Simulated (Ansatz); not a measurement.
## Ansatz (development build ahead of 0.2.0) run

```yaml
crystal:
  periodic: [false, false, false]
  atoms:
    - { symbol: O, position_ang: [-0.0126, -0.1014, -0.0623] }
    - { symbol: H, position_ang: [-0.4262, 0.1437, 0.7718] }
    - { symbol: H, position_ang: [0.5272, 0.6673, -0.2733] }
basis:
  gaussian: { orbitals: def2-SVP }
total_charge: 1
magnetization:
  spin_polarized: true
  initial_magnetization: 1
hamiltonian:
  xc: hf
output:
  forces: true
```

The input is written out in the form of the current development build from the run's settings.

Output:

| Item | Value |
| --- | --- |
| Converged | yes |
| Total energy | -75.56231 hartree |
| Spin squared of the determinant | 0.756 |
| Stability test | minimum |

Forces (eV/Å):
```
atom      Fx      Fy      Fz
  O1  -0.064  -0.510  -0.312
  H2  -0.866  -0.238   1.140
  H3   0.930   0.749  -0.828
```
